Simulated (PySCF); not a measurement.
# fluoroacetonitrile: calculation and literature

Geometry:
```
atom   x (Å)   y (Å)   z (Å)
  N1   2.125   0.051  -0.044
  C2   0.985   0.002  -0.023
  C3  -0.464  -0.066   0.005
  F4  -1.018   1.186   0.031
  H5  -0.795  -0.596   0.907
  H6  -0.830  -0.574  -0.897
```

Measured values that the calculation should reproduce: δ ¹⁹F F4 -232.0 ppm (measured; G. Saielli, R. Bini, A. Bagno, Computational 19F NMR. 2. Organic compounds, RSC Adv. 2014, ESI (exp. from Berger-Braun-Kalinowski 1994 and Everett 1995)).
δ ¹⁹F F4 -251.0 ppm (measured; University of Colorado NMR facility, 19F NMR Reference Standards). Coupling constants: ¹J(C3,H5) 166.0 Hz.

Method: J couplings at B3LYP/pcJ-1, GFN2-xTB geometry, σ from GIAO-PBE0/pcSseg-1, in PySCF (no solvent, relativity neglected, one conformer, one averaged value for each set of equivalent atoms).

(1) What does the calculation give, and how does it compare?

(2) How far are the unscaled ¹⁹F shifts from the references?

Results:

(1) 
Reference values: measured (G. Saielli, R. Bini, A. Bagno, Computational 19F NMR. 2. Organic compounds, RSC Adv. 2014, ESI (exp. from Berger-Braun-Kalinowski 1994 and Everett 1995)).
| atoms | quantity | reference | computed | computed, scaled |
| --- | --- | --- | --- | --- |
| F4 | δ ¹⁹F vs CFCl3 | -232.0 | -264.6 | -232.5 |

Reference values: measured (University of Colorado NMR facility, 19F NMR Reference Standards).
```
atoms        quantity  reference  computed  computed, scaled
   F4  δ ¹⁹F vs CFCl3     -251.0    -264.6            -232.5
```

Computed shifts are σ(ref) − σ with the named reference compound (TMS for H and C) calculated as an isolated molecule at the same level. The measured values may be among those fitted. Shieldings were converted by a linear fit to measured shifts: ¹⁹F: δ = 146.13 − 0.903σ +14.6 on sp3 carbon (rms 6.0 ppm, 223 shifts, 7.0 ppm with the 5 outliers that the fit left out vs CFCl3, solution or neat liquid). A few per cent of atoms miss by over 2 rms, more outside the fitted compound classes.

Coupling constants in Hz:
| coupling | reference | computed | source |
| --- | --- | --- | --- |
| ¹J(C3,H5) | 166.0 | 162.6 | measured; liquid or solution (compiled); San Fabian, Garcia de la Vega, Suardiaz et al., Magn. Reson. Chem. 2013, 51, 775 (SI) |

(2) Mean signed difference -23.10 ppm, mean absolute 23.10 ppm over 2 comparisons; the largest is -32.6 ppm at F4 (fluorine on an sp3 carbon).
